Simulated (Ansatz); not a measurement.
# BH₄O (doublet): the correlation ladder at distance O1–H3 along a hydrogen transfer = 1.048 Å, cc-pVDZ

Aim: climb from Hartree-Fock through coupled cluster and multireference methods for BH₄O (doublet) at one geometry and basis, and see what each rung misses.

Program: Ansatz 0.2.0, Gaussian basis. Level of theory: cc-pVDZ, core rule «outside noble gas», up to 2 orbitals frozen. These are calculated values, not measurements.

Plan: UHF; CCSD(T) on ROHF; CCSD(T) on UHF; BCCD(T) on ROHF; CISD; CCSDT(Q) on ROHF; CCSDT(Q) on UHF; CASSCF and MRCISD+Q, 3 electrons in 3 orbitals; CASSCF and NEVPT2, 3 electrons in 3 orbitals.

6 further runs of the same task are left out: 1 for a mislabelled method, 4 that didn't finish, 1 set aside as unsound or not needed.

### 1 The geometry

The geometry derives from fragments relaxed apart (PBE0/def2-TZVP) and kept rigid, so it is no stationary point. A hydrogen atom is moved between rigid fragments.

6 atoms, charge 0, spin multiplicity 2.

Atoms are counted from 1 here; the program's logs count them from 0.

Bond lengths: O1–H2 0.960 Å, O1–H3 1.048 Å, B4–H5 1.191 Å, B4–H6 1.191 Å. Angles: H2–O1–H3 105.1°, H5–B4–H6 129.4°.

As a file:

| atom | x (Å) | y (Å) | z (Å) |
| --- | --- | --- | --- |
| O1 | -1.2027 | -0.0303 | 0.0000 |
| H2 | -1.4520 | 0.8963 | 0.0000 |
| H3 | -0.1547 | -0.0303 | 0.0000 |
| B4 | 1.5463 | -0.0303 | 0.0000 |
| H5 | 2.0554 | -0.0303 | 1.0770 |
| H6 | 2.0554 | -0.0303 | -1.0770 |

In the tables R marks a restricted open-shell determinant and U an unrestricted one; 'pair' is the active space of 3 electrons in 3 orbitals; energies count from the table's Hartree-Fock row.

### 2 UHF

The input, in.yaml:

```yaml
crystal:
  periodic: [false, false, false]
  atoms:
    - {symbol: O, position_ang: [-1.202651, -0.030281, 0.000000]}
    - {symbol: H, position_ang: [-1.451961, 0.896295, 0.000000]}
    - {symbol: H, position_ang: [-0.154651, -0.030281, 0.000000]}
    - {symbol: B, position_ang: [1.546349, -0.030281, 0.000000]}
    - {symbol: H, position_ang: [2.055422, -0.030281, 1.077008]}
    - {symbol: H, position_ang: [2.055422, -0.030281, -1.077009]}
basis:
  gaussian: {orbitals: cc-pVDZ}
magnetization: {spin_polarized: true, initial_magnetization: 1}
hamiltonian: {xc: hf}
output: {orbitals: {seedname: orbitals}}
```

Launch:

```sh
$ ansatz run in.yaml --threads 1 --pin off --events-out ev --progress --plain --max-ram 2393MiB
```

Output:

```text
Functional definition: HF
  name "HF"
  cite "Fock, Z. Phys. 61, 126 (1930) doi:10.1007/BF01340294"
  parent pbe
  exchange = exact_x
  correlation = 0
433 factors; integrals over basis functions are off by at most 1.4e-3 eV
mean field evaluation 1: about -2766.1631 eV, gradient 2.4e1 eV
mean field evaluation 2: about -2766.1893 eV, gradient 2.4e1 eV
mean field evaluation 4: about -2768.9599 eV, gradient 2.3e0 eV
mean field evaluation 8: about -2769.0400 eV, gradient 2.7e-1 eV
mean field evaluation 16: about -2766.9331 eV, gradient 1.2e1 eV
mean field -2769.04164124 eV, -101.7604033917 hartree, gradient 1.7e-5 eV, S^2 0.761774; 0 other end points of the search recorded, 0 dependent functions left out
reference -2769.04164124 eV, -101.7604033917 hartree; 9, 8 occupied and 39, 40 virtual orbitals, 433 factors
Total energy: -2769.04164124 eV, -101.7604033917 hartree
```

It took 0.24 s on 1 thread of Arm Neoverse V2, shared host.

From the report: ⟨S²⟩ of the determinant 0.762 (pure doublet: 0.75).

### 3 CCSD(T) on ROHF

in.yaml, as its differences from that of step 2:

```diff
@@ -11,4 +11,3 @@
   gaussian: {orbitals: cc-pVDZ}
-magnetization: {spin_polarized: true, initial_magnetization: 1}
-hamiltonian: {xc: hf}
-output: {orbitals: {seedname: orbitals}}
+magnetization: {spin_polarized: false, initial_magnetization: 1}
+correlation: {method: ccsd_t, electrons: outside_noble_gas}
```

Same command.

Output (excerpt; [...] marks lines left out):

```text
Functional definition: HF
  name "HF"
  cite "Fock, Z. Phys. 61, 126 (1930) doi:10.1007/BF01340294"
  parent pbe
[...]
433 factors; integrals over basis functions are off by at most 1.4e-3 eV
[...]
mean field -2768.94537514 eV, -101.7568656777 hartree, gradient 2.1e-6 eV, S^2 0.750000; 4 other end points of the search recorded, 0 dependent functions left out
[...]
determinant -2768.94537514 eV, -101.7568656777 hartree, with singles and doubles -2777.40477651 eV, -102.0677429442 hartree
determinant -2767.39794457 eV, -101.6999986533 hartree, with singles and doubles -2776.06813415 eV, -102.0186222435 hartree
2 core orbitals not correlated: weight in the atoms' cores, before any rotation towards them, 1.000 or more for the frozen orbitals, at most 0.000 for the correlated occupied ones
reference -2768.94537514 eV, -101.7568656777 hartree; 7, 6 occupied and 39, 40 virtual orbitals, 433 factors
second order -7.63300814 eV of doubles, -0.04801391 eV of singles
cycle   1  -8.45945668 eV  change   -5.5e-5 eV  update   9.0e-4
[...]
cycle   9  -8.45959118 eV  change   -6.9e-7 eV  update   5.1e-6
perturbative correction -0.15013281 eV, -0.0055172792 hartree
Total energy: -2777.55509913 eV, -102.0732671986 hartree
```

Wall time 2.1 s (1 thread of Arm Neoverse V2, shared host).

From the report: correlation -8.6097 eV; T1 0.017; largest double amplitude 0.05.

### 4 CCSD(T) on UHF

in.yaml, as its differences from that of step 3:

```diff
@@ -11,3 +11,3 @@
   gaussian: {orbitals: cc-pVDZ}
-magnetization: {spin_polarized: false, initial_magnetization: 1}
+magnetization: {spin_polarized: true, initial_magnetization: 1}
 correlation: {method: ccsd_t, electrons: outside_noble_gas}
```

The command is unchanged.

Output (excerpt; [...] marks lines left out):

```text
Functional definition: HF
  name "HF"
  cite "Fock, Z. Phys. 61, 126 (1930) doi:10.1007/BF01340294"
  parent pbe
[...]
433 factors; integrals over basis functions are off by at most 1.4e-3 eV
[...]
mean field -2769.04164124 eV, -101.7604033917 hartree, gradient 2.4e-6 eV, S^2 0.761774; 2 other end points of the search recorded, 0 dependent functions left out
determinant -2769.04164124 eV, -101.7604033917 hartree, with singles and doubles -2777.40706873 eV, -102.0678271816 hartree
determinant -2767.52177717 eV, -101.7045494174 hartree, with singles and doubles -2776.06893749 eV, -102.0186517656 hartree
2 core orbitals not correlated: weight in the atoms' cores, before any rotation towards them, 1.000 or more for the frozen orbitals, at most 0.000 for the correlated occupied ones
reference -2769.04164124 eV, -101.7604033917 hartree; 7, 6 occupied and 39, 40 virtual orbitals, 433 factors
second order -7.57512832 eV of doubles, -0.00000000 eV of singles
cycle   1  -8.36550511 eV  change   -7.8e-5 eV  update   7.0e-4
[...]
cycle  10  -8.36558026 eV  change   -6.8e-6 eV  update   2.9e-6
perturbative correction -0.14800703 eV, -0.0054391581 hartree
Total energy: -2777.55522853 eV, -102.0732719541 hartree
```

Run time: 2.1 s. Hardware: 1 thread of Arm Neoverse V2, shared host.

From the report: ⟨S²⟩ of the determinant 0.762 (pure doublet: 0.75); correlation -8.5136 eV; T1 0.012; largest double amplitude 0.05.

### 5 BCCD(T) on ROHF

in.yaml, as its differences from that of step 4:

```diff
@@ -11,3 +11,3 @@
   gaussian: {orbitals: cc-pVDZ}
-magnetization: {spin_polarized: true, initial_magnetization: 1}
-correlation: {method: ccsd_t, electrons: outside_noble_gas}
+magnetization: {spin_polarized: false, initial_magnetization: 1}
+correlation: {method: bccd_t, electrons: outside_noble_gas}
```

The command is unchanged.

Output (excerpt; [...] marks lines left out):

```text
Functional definition: HF
  name "HF"
  cite "Fock, Z. Phys. 61, 126 (1930) doi:10.1007/BF01340294"
  parent pbe
[...]
433 factors; integrals over basis functions are off by at most 1.4e-3 eV
[...]
mean field -2768.94537514 eV, -101.7568656777 hartree, gradient 2.1e-6 eV, S^2 0.750000; 4 other end points of the search recorded, 0 dependent functions left out
[...]
determinant -2768.94537514 eV, -101.7568656777 hartree, with singles and doubles -2777.40477651 eV, -102.0677429442 hartree
determinant -2767.39794457 eV, -101.6999986533 hartree, with singles and doubles -2776.06813415 eV, -102.0186222435 hartree
2 core orbitals not correlated: weight in the atoms' cores, before any rotation towards them, 1.000 or more for the frozen orbitals, at most 0.000 for the correlated occupied ones
reference -2768.94537514 eV, -101.7568656777 hartree; 7, 6 occupied and 39, 40 virtual orbitals, 433 factors
second order -7.63300814 eV of doubles, -0.04801391 eV of singles
cycle   1  -8.45289832 eV  change    6.5e-3 eV  update   6.2e-3
[...]
cycle  11  -8.45160098 eV  change   -4.4e-6 eV  update   1.2e-5
perturbative correction -0.15831661 eV, -0.0058180281 hartree
Total energy: -2777.55529273 eV, -102.0732743132 hartree
```

It took 2.4 s on 1 thread of Arm Neoverse V2, shared host.

From the report: correlation -8.6099 eV; largest double amplitude 0.05.

### 6 CISD

in.yaml, as its differences from that of step 5:

```diff
@@ -12,2 +12,2 @@
 magnetization: {spin_polarized: false, initial_magnetization: 1}
-correlation: {method: bccd_t, electrons: outside_noble_gas}
+correlation: {active_space: {ras: {orbitals: [6, 1, 39], electrons: 13, max_holes: 2, max_particles: 2}, fixed_orbitals: true}}
```

The command is unchanged.

Output:

```text
Functional definition: HF
  name "HF"
  cite "Fock, Z. Phys. 61, 126 (1930) doi:10.1007/BF01340294"
  parent pbe
  exchange = exact_x
  correlation = 0
433 factors; integrals over basis functions are off by at most 1.4e-3 eV
mean field evaluation 1: about -2766.1285 eV, gradient 3.2e1 eV
mean field evaluation 2: about -2766.1541 eV, gradient 3.2e1 eV
mean field evaluation 4: about -2768.8842 eV, gradient 2.7e0 eV
mean field evaluation 8: about -2768.9450 eV, gradient 1.6e-1 eV
mean field evaluation 16: about -2768.0904 eV, gradient 4.6e0 eV
mean field evaluation 32: about -2768.9448 eV, gradient 1.4e-1 eV
mean field -2768.94537514 eV, -101.7568656777 hartree, gradient 2.1e-6 eV, S^2 0.750000; 3 other end points of the search recorded, 0 dependent functions left out
reference -2768.94537514 eV, -101.7568656777 hartree; 9, 8 occupied and 39, 40 virtual orbitals, 433 factors
state -2776.76164862 eV, -102.0441084303 hartree
Total energy: -2776.76164862 eV, -102.0441084303 hartree
```

Run time: 3 s. Hardware: 1 thread of Arm Neoverse V2, shared host.

From the report: 72,012 determinants.

### 7 CCSDT(Q) on ROHF

in.yaml, as its differences from that of step 6:

```diff
@@ -12,2 +12,2 @@
 magnetization: {spin_polarized: false, initial_magnetization: 1}
-correlation: {active_space: {ras: {orbitals: [6, 1, 39], electrons: 13, max_holes: 2, max_particles: 2}, fixed_orbitals: true}}
+correlation: {method: ccsdt_q, electrons: outside_noble_gas}
```

The command is unchanged.

Output (excerpt; [...] marks lines left out):

```text
Functional definition: HF
  name "HF"
  cite "Fock, Z. Phys. 61, 126 (1930) doi:10.1007/BF01340294"
  parent pbe
[...]
851 factors; integrals over basis functions are off by at most 2.4e-7 eV
[...]
mean field -2768.94539274 eV, -101.7568663248 hartree, gradient 1.6e-6 eV, S^2 0.750000; 4 other end points of the search recorded, 0 dependent functions left out
[...]
determinant -2768.94539274 eV, -101.7568663248 hartree, with singles and doubles -2777.40478632 eV, -102.0677433046 hartree
determinant -2767.39797556 eV, -101.6999997920 hartree, with singles and doubles -2776.06815687 eV, -102.0186230783 hartree
2 core orbitals not correlated: weight in the atoms' cores, before any rotation towards them, 1.000 or more for the frozen orbitals, at most 0.000 for the correlated occupied ones
reference -2768.94539274 eV, -101.7568663248 hartree; 7, 6 occupied and 39, 40 virtual orbitals, 851 factors
second order -7.63304344 eV of doubles, -0.04801408 eV of singles
cycle   1  -8.15236089 eV  change   -4.7e-1 eV  update   7.1e-2
[...]
cycle  20  -8.62728120 eV  change    6.0e-7 eV  update   1.2e-6
perturbative correction -0.01663204 eV, -0.0006112161 hartree
Total energy: -2777.58930598 eV, -102.0745242772 hartree
```

It took 61 s on 1 thread of Arm Neoverse V2, shared host; peak memory 0.86 GiB.

From the report: correlation -8.6439 eV; T1 0.017; largest double amplitude 0.05.

### 8 CCSDT(Q) on UHF

in.yaml, as its differences from that of step 7:

```diff
@@ -11,3 +11,3 @@
   gaussian: {orbitals: cc-pVDZ}
-magnetization: {spin_polarized: false, initial_magnetization: 1}
+magnetization: {spin_polarized: true, initial_magnetization: 1}
 correlation: {method: ccsdt_q, electrons: outside_noble_gas}
```

Same command.

Output (excerpt; [...] marks lines left out):

```text
Functional definition: HF
  name "HF"
  cite "Fock, Z. Phys. 61, 126 (1930) doi:10.1007/BF01340294"
  parent pbe
[...]
851 factors; integrals over basis functions are off by at most 2.4e-7 eV
[...]
mean field -2769.04165928 eV, -101.7604040546 hartree, gradient 2.3e-6 eV, S^2 0.761774; 2 other end points of the search recorded, 0 dependent functions left out
determinant -2769.04165928 eV, -101.7604040546 hartree, with singles and doubles -2777.40707863 eV, -102.0678275454 hartree
determinant -2767.52180788 eV, -101.7045505459 hartree, with singles and doubles -2776.06896044 eV, -102.0186526091 hartree
2 core orbitals not correlated: weight in the atoms' cores, before any rotation towards them, 1.000 or more for the frozen orbitals, at most 0.000 for the correlated occupied ones
reference -2769.04165928 eV, -101.7604040546 hartree; 7, 6 occupied and 39, 40 virtual orbitals, 851 factors
second order -7.57516271 eV of doubles, -0.00000000 eV of singles
cycle   1  -8.06219007 eV  change   -4.9e-1 eV  update   6.9e-2
[...]
cycle  20  -8.53133777 eV  change    4.0e-7 eV  update   1.1e-6
perturbative correction -0.01692933 eV, -0.0006221413 hartree
Total energy: -2777.58992638 eV, -102.0745470763 hartree
```

Run time: 52 s. Hardware: 1 thread of Arm Neoverse V2, shared host; peak memory 0.66 GiB.

From the report: ⟨S²⟩ of the determinant 0.762 (pure doublet: 0.75); correlation -8.5483 eV; T1 0.012; largest double amplitude 0.05.

### 9 CASSCF and MRCISD+Q, 3 electrons in 3 orbitals

in.yaml, as its differences from that of step 8:

```diff
@@ -11,3 +11,3 @@
   gaussian: {orbitals: cc-pVDZ}
-magnetization: {spin_polarized: true, initial_magnetization: 1}
-correlation: {method: ccsdt_q, electrons: outside_noble_gas}
+magnetization: {spin_polarized: false, initial_magnetization: 1}
+correlation: {method: fic_mrcisd_q, electrons: outside_noble_gas, active_space: {window: {electrons: 3, orbitals: 3}}}
```

Same command.

Output (excerpt; [...] marks lines left out):

```text
Functional definition: HF
  name "HF"
  cite "Fock, Z. Phys. 61, 126 (1930) doi:10.1007/BF01340294"
  parent pbe
[...]
433 factors; integrals over basis functions are off by at most 1.4e-3 eV
[...]
mean field -2768.94537514 eV, -101.7568656777 hartree, gradient 2.1e-6 eV, S^2 0.750000; 3 other end points of the search recorded, 0 dependent functions left out
reference -2768.94537514 eV, -101.7568656777 hartree; 9, 8 occupied and 39, 40 virtual orbitals, 433 factors
state -2769.57192107 eV, -101.7798908159 hartree
contracted CI cycle   1: correlation 0.00000000 eV, 0.0000000000 hartree, residual 2.80e1 eV
contracted CI cycle   2: correlation -7.04052848 eV, -0.2587346495 hartree, residual 4.70e0 eV
contracted CI cycle   3: correlation -7.27498027 eV, -0.2673505936 hartree, residual 1.07e0 eV
contracted CI cycle   4: correlation -7.28821654 eV, -0.2678370178 hartree, residual 2.51e-1 eV
contracted CI cycle   5: correlation -7.28910130 eV, -0.2678695320 hartree, residual 7.96e-2 eV
contracted CI cycle   6: correlation -7.28919487 eV, -0.2678729706 hartree, residual 2.63e-2 eV
contracted CI cycle   7: correlation -7.28920516 eV, -0.2678733490 hartree, residual 8.86e-3 eV
contracted CI cycle   8: correlation -7.28920623 eV, -0.2678733882 hartree, residual 2.82e-3 eV
contracted CI cycle   9: correlation -7.28920635 eV, -0.2678733926 hartree, residual 1.02e-3 eV
state -2769.57192107 eV, -101.7798908159 hartree; corrected -2777.49455885 eV, -102.0710423843 hartree
Total energy: -2777.49455885 eV, -102.0710423843 hartree
```

It took 0.93 s on 1 thread of Arm Neoverse V2, shared host.

From the report: 9 determinants; active occupations 1.98, 1.00, 0.02.

### 10 CASSCF and NEVPT2, 3 electrons in 3 orbitals

in.yaml, as its differences from that of step 9:

```diff
@@ -12,2 +12,2 @@
 magnetization: {spin_polarized: false, initial_magnetization: 1}
-correlation: {method: fic_mrcisd_q, electrons: outside_noble_gas, active_space: {window: {electrons: 3, orbitals: 3}}}
+correlation: {method: sc_nevpt2, electrons: outside_noble_gas, active_space: {window: {electrons: 3, orbitals: 3}}}
```

The command is unchanged.

Output:

```text
Functional definition: HF
  name "HF"
  cite "Fock, Z. Phys. 61, 126 (1930) doi:10.1007/BF01340294"
  parent pbe
  exchange = exact_x
  correlation = 0
433 factors; integrals over basis functions are off by at most 1.4e-3 eV
mean field evaluation 1: about -2766.1285 eV, gradient 3.2e1 eV
mean field evaluation 2: about -2766.1541 eV, gradient 3.2e1 eV
mean field evaluation 4: about -2768.8842 eV, gradient 2.7e0 eV
mean field evaluation 8: about -2768.9450 eV, gradient 1.6e-1 eV
mean field evaluation 16: about -2768.0904 eV, gradient 4.6e0 eV
mean field evaluation 32: about -2768.9448 eV, gradient 1.4e-1 eV
mean field -2768.94537514 eV, -101.7568656777 hartree, gradient 2.1e-6 eV, S^2 0.750000; 3 other end points of the search recorded, 0 dependent functions left out
reference -2768.94537514 eV, -101.7568656777 hartree; 9, 8 occupied and 39, 40 virtual orbitals, 433 factors
state -2769.57192107 eV, -101.7798908159 hartree
state -2769.57192107 eV, -101.7798908159 hartree; corrected -2776.61935524 eV, -102.0388792448 hartree
Total energy: -2776.61935524 eV, -102.0388792448 hartree
```

Wall time 0.69 s (1 thread of Arm Neoverse V2, shared host).

From the report: 9 determinants; active occupations 1.98, 1.00, 0.02.

### 11 Misses and costs

The yardstick is UCCSDT(Q), where the cluster series has nearly closed. Rows without a time come out of other runs: HF, MP2 and CCSD of CCSD(T), CCSDT of CCSDT(Q), CASSCF and MRCISD of the multireference runs.

Differences are taken before rounding.

```
       method  energy from the lowest RHF (meV)  from UCCSDT(Q) (meV)    time
          RHF                               0.0               +8644.6        
          UHF                             -96.3               +8548.3        
         RMP2                           -7681.0                +963.5        
         UMP2                           -7671.4                +973.2        
         CISD                           -7816.3                +828.3     3 s
        RCCSD                           -8459.6                +185.0        
        UCCSD                           -8461.8                +182.7        
     RCCSD(T)                           -8609.7                 +34.8   2.1 s
     UCCSD(T)                           -8609.9                 +34.7   2.1 s
      BCCD(T)                           -8609.9                 +34.6   2.4 s
       RCCSDT                           -8627.3                 +17.3        
       UCCSDT                           -8627.6                 +16.9        
    RCCSDT(Q)                           -8643.9                  +0.6    61 s
    UCCSDT(Q)                           -8644.6                     0    52 s
  CASSCF pair                            -626.5               +8018.0        
  NEVPT2 pair                           -7674.0                +970.6  0.69 s
  MRCISD pair                           -7915.8                +728.8        
MRCISD+Q pair                           -8549.2                 +95.4  0.93 s
```

Among the levels timed on like hardware and quicker than the yardstick, those that no quicker one beats, quickest first: NEVPT2 pair (0.69 s, +970.6 meV); MRCISD+Q pair (0.93 s, +95.4 meV); UCCSD(T) (2.1 s, +34.7 meV); BCCD(T) (2.4 s, +34.6 meV).

### 12 Results

| quantity | value |
| --- | --- |
| UCCSDT(Q) below the RHF energy | -8.6446 eV |
| RMP2 from UCCSDT(Q) | +963.5 meV |
| UMP2 from UCCSDT(Q) | +973.2 meV |
| RCCSD from UCCSDT(Q) | +185.0 meV |
| RCCSD(T) from UCCSDT(Q) | +34.8 meV |
| UCCSD(T) from UCCSDT(Q) | +34.7 meV |
| RCCSDT(Q) from UCCSDT(Q) | +0.6 meV |
| NEVPT2 pair from UCCSDT(Q) | +970.6 meV |
| MRCISD+Q pair from UCCSDT(Q) | +95.4 meV |
| levels within 1 kcal/mol (43 meV) | RCCSD(T), UCCSD(T), BCCD(T), RCCSDT, UCCSDT, RCCSDT(Q) |
| T1 diagnostic | 0.017 |

In words: RCCSD(T) misses by +34.8 meV, 0.4 % of the correlation energy. Of the multireference levels listed MRCISD+Q pair comes nearest in total energy (+95.4 meV), which doesn't show that its space is the better one. These misses are within one basis, not against nature; the frozen cores of restricted and unrestricted runs differ, which can shift their rows.

For cost: BCCD(T) gets within 34.6 meV in 2.4 s, where UCCSDT(Q) took 52 s; the quickest level in the cost chart, NEVPT2 pair, takes 0.69 s and misses by 970.6 meV.
